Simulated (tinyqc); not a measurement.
A ladder of methods, and size consistency: correlation methods against full CI in the sto-3g basis, for HF, spin multiplicity 1. Computed by the program tinyqc with PySCF. Command: `OMP_NUM_THREADS=1 python tinyqc.py 114073 114074 out.jsonl`; one thread of a shared host (Intel(R) Xeon(R) Processor @ 2.60GHz), about 0.7 s.

Geometry (angstrom):

| atom | x | y | z |
|---|---|---|---|
| F | 0.0000 | 0.0000 | 0.0000 |
| H | 0.0000 | 0.0000 | 0.8290 |

RHF energy of one = -98.546007 hartree

All electrons correlated; +Q is the Davidson correction (1 - c0^2) E_corr. The last columns treat two copies 100 angstrom apart as one system. FCI is the lowest singlet.

Correlation energies (hartree):

| method | E_corr of one | share of FCI (%) | E_corr of two at 100 angstrom | two minus twice one (mhartree) |
|---|---|---|---|---|
| MP2 | -0.013804 | 69.7011 | -0.027608 | 0.0000 |
| CISD | -0.019805 | 100.0000 | -0.039225 | 0.3841 |
| CISD+Q | -0.020001 | 100.9895 | -0.039978 | 0.0231 |
| CCSD | -0.019805 | 100.0000 | -0.039610 | 0.0000 |
| CCSD(T) | -0.019805 | 100.0000 | -0.039610 | 0.0000 |
| FCI | -0.019805 | 100.0000 | - | - |

MP2 recovers 70 %, CISD 100.0 % and CCSD 100.0 % of the FCI value (c0^2 = 0.990 in CISD). MP2 and coupled cluster are size consistent, so their last column vanishes; CISD loses 0.38 mhartree, since a double excitation on each copy is a quadruple of the pair, and the Davidson correction leaves +0.02. With two electrons, or one virtual orbital, CISD and CCSD are exact for one copy, so +Q overshoots there.
